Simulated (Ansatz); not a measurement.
Other spins and charges of AsH2⁻, singlet at one geometry

Geometry (PBE0/def2-TZVPD stationary point for this spin, not checked as a minimum):

```xyz
3

As    0.0000   -0.0283    0.0000
H     0.0000    1.0529   -1.0973
H     0.0000    1.0529    1.0972
```

Basis aug-cc-pVTZ; Ansatz 0.2.0. Only valence electrons are correlated (noble-gas cores and the filled d shells of p-block atoms frozen). R marks a restricted (for open shells ROHF) determinant, U an unrestricted one. Active spaces: valence = (8e, 6o) chosen from the atoms' valence shells. No spin–orbit coupling is included, and no scalar relativity.

Gaps are energies of the second state less the first, at fixed atoms, for a selection of the levels run; each method lands on the state that its own search finds for that charge and spin.

The highest occupied Kohn–Sham level of the anion is positive, up to +1.43 eV, so in those functionals the extra electron is held by the basis alone, which enters their differences from the reference.

Removing an electron, to the doublet: 1.226 eV at UCCSDT(Q).

| level | gap (eV) | error (meV) |
| --- | --- | --- |
| UHF | 0.198 | -1028 |
| UMP2 | 1.206 | -20 |
| UCCSD | 1.139 | -87 |
| UCCSD(T) | 1.220 | -6 |
| BCCD(T) | 1.224 | -2 |
| UCCSDT | 1.219 | -7 |
| CASSCF (valence space) | 0.220 | -1006 |
| NEVPT2 (valence space) | 0.912 | -314 |
| MRCISD (valence space) | 1.044 | -182 |
| MRCISD+Q (valence space) | 1.186 | -40 |
| PBE | 1.265 | 39 |
| r2SCAN | 1.188 | -38 |
| PBE0 | 1.202 | -24 |
| B3LYP | 1.309 | 83 |
| wB97M-V | 1.209 | -17 |
| B2PLYP | 1.215 | -11 |
| RPA-PBE | 1.464 | 238 |

Functionals correlate the shells that the reference freezes, so part of their error here is the reference's.

Full CI isn't at hand for all of this; UCCSDT(Q) serves as the reference, and is uncertain by the last step of the cluster series or more. The frozen core follows each run's orbitals, which can shift R against U totals by a few meV for light atoms and by up to 0.1 eV past Ca.
